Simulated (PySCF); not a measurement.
**Worked example: chemical shift, span and skew from a shielding tensor**

butadiene (C4H6), SMILES C=CC=C. Atoms are numbered in the order given.

```xyz
10

C     -0.1098     1.8511     0.0000
C      0.4004     0.6091     0.0000
C     -0.4004    -0.6091     0.0000
C      0.1098    -1.8511     0.0000
H     -1.1913     2.0205     0.0000
H      0.5324     2.7350     0.0000
H      1.4891     0.4747     0.0000
H     -1.4891    -0.4747     0.0000
H     -0.5324    -2.7350     0.0000
H      1.1913    -2.0205     0.0000
```

Geometry: B3LYP-D3(BJ)/def2-SVP. One conformer was computed; it need not be the lowest.

GIAO shieldings from HF/pcSseg-1 (PySCF), non-relativistic, no solvent. The symmetric part of the tensor of C2 has the principal values -86.7, 64.8, 157.5 ppm. The same nucleus in TMS has σ = 192.6 ppm at this level (PySCF, at its B3LYP-D3(BJ)/def2-TZVP geometry).

### Question
Work out the isotropic shielding, the ¹³C shift against TMS, the span and the skew.

### Answer

σ(iso) = (σ11 + σ22 + σ33)/3 = 45.2 ppm. δ = σ(ref) − σ(iso) = 192.6 − (45.2) = 147.4 ppm.
Span Ω = σ33 − σ11 = 244.2 ppm. Skew κ = 3(σ(iso) − σ22)/Ω = -0.24. Tumbling in solution averages the tensor to δ; in a static solid the shielding alone would spread this spin-1/2 line over Ω.
